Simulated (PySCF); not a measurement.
ethylene cation (C2H4), SMILES C=C (connectivity only; charge and spin as stated), charge +1, multiplicity 2. Atoms are numbered in the order given.

```xyz
6

C      0.6938     0.0000     0.0000
C     -0.6938     0.0000     0.0000
H      1.2571    -0.9036    -0.2310
H      1.2571     0.9036     0.2310
H     -1.2571     0.9036    -0.2310
H     -1.2571    -0.9036     0.2310
```
Charge +1, spin multiplicity 2.

Coordinates come from a B3LYP-D3(BJ)/def2-TZVP optimisation. The multiplicity is an assumed one; other spin states were not compared.

Level of theory: PBE0/pcH-1 run with PySCF.

Unrestricted Kohn–Sham, ⟨S²⟩ = 0.755. Hyperfine tensors hold the contact and dipolar terms, without spin-orbit corrections.

Computed hyperfine couplings:
| nucleus | A(iso) (MHz) | A(iso) (G) | dipolar principal values (MHz) |
|---|---|---|---|
| 13C no. 1 | 22.5 | 8.0 | -47.3, -41.1, 88.4 |
| 13C no. 2 | 22.5 | 8.0 | -47.3, -41.1, 88.4 |
| 1H no. 3 | 3.8 | 1.4 | -20.6, -9.8, 30.4 |
| 1H no. 4 | 3.8 | 1.4 | -20.6, -9.8, 30.4 |
| 1H no. 5 | 3.8 | 1.4 | -20.6, -9.8, 30.4 |
| 1H no. 6 | 3.8 | 1.4 | -20.6, -9.8, 30.4 |

Question: And the g tensor (effective nuclear charges for spin-orbit coupling, GIAO)? (An estimate is asked for; the answer gives what the named calculation found.)

Answer: principal values 2.0021, 2.0025, 2.0029; isotropic 2.0025.
